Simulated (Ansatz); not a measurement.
Results of BLYP (Ansatz, a program for electronic structure, plane waves, PAW) for hematite (α-Fe2O3).

Run with plane-wave cutoff 520 eV, 8×8×8 k mesh, Fermi–Dirac smearing 0.01 eV, spin-polarised with opposed moments, scalar-relativistic PAW data made under PBE.

Equation-of-state points:

| V (Å³/atom) | E − E_lowest (meV/atom) | P (GPa) |
|---|---|---|
| 9.964 | 8.74 | 6.96 |
| 10.171 | 2.12 | 3.32 |
| 10.379 | 0.00 | 0.01 |
| 10.587 | 1.96 | -2.98 |
| 10.794 | 7.58 | -5.65 |

Task: Estimate the bulk modulus from the pressures at 10.171 and 10.587 Å³/atom, and compare it with a fit to all energies.

Result: B = −V dP/dV. Between V = 10.171 and 10.587 Å³/atom, dP/dV = (-2.98 − (3.32))/(10.587 − 10.171) = -15.1 GPa per Å³/atom; at the midpoint 10.379 Å³/atom this gives B ≈ 157 GPa. The third-order Birch–Murnaghan fit gives V0 = 10.380 Å³/atom, B0 = 157 GPa, B′ = 4.1, which lies within 1 % of that estimate.

Shape and atoms are relaxed at each volume.

Measured, for comparison: bulk modulus 204 GPa (300 K, copied from a table, unchecked, not corrected to a static lattice, our sources range from 204 to 231; as tabulated in BurnMan's mineral tables). Computed (rounded) less measured: bulk modulus not scored (sources differ).

Note: without U or exact exchange, gaps and moments of open d shells tend to come out too small; the bulk modulus comes from volumes at which shape and atoms were relaxed.

Computed values are for the static lattice.
